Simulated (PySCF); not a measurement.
Molecule: methyl formate (SMILES O=COC).

Structure with atom numbers: `[CH3:1][O:2][CH:3]=[O:4]`. Hydrogens are named by the atom that carries them.

Spin–spin couplings on one PBE0-D3(BJ)/def2-SVP geometry, PySCF 2.14.0 with density-fitted response routines, gas phase, non-relativistic, equivalent pairs averaged; isotopes 13C, 1H; basis pcJ-1.

Reference values (Hz): 1J(C1,H(C1)) = 147.0 (measured; liquid or solution (compiled); San Fabian, Garcia de la Vega, Suardiaz et al., Magn. Reson. Chem. 2013, 51, 775 (SI)); 1J(C3,H(C3)) = 226.2 (measured; liquid or solution (compiled); San Fabian, Garcia de la Vega, Suardiaz et al., Magn. Reson. Chem. 2013, 51, 775 (SI)).

Q: How do the couplings (Hz) change with the functional? Times are CPU seconds on shared hosts with different chips, so compare them loosely.

A: 
```tsv
functional	functions	1J(C1,H(C1))	1J(C3,H(C3))	mean abs. error	core-s
HF	148	184.7	269.7	40.6	7.6
LDA	148	115.6	184.6	36.5	7.7
PBE	148	139.2	212.9	10.6	13
KT2	148	147.3	231.7	2.9	13
B3LYP	148	152.7	231.5	5.5	20
PBE0	148	144.1	219.4	4.9	15
B97-2	148	138.4	211.2	11.8	14
BHandHLYP	148	164.3	245.6	18.4	16
CAM-B3LYP	148	150.0	230.3	3.5	19
```

Errors compare magnitudes, without vibrational corrections, and the largest couplings weigh most in the mean. Closest: KT2; furthest: HF.
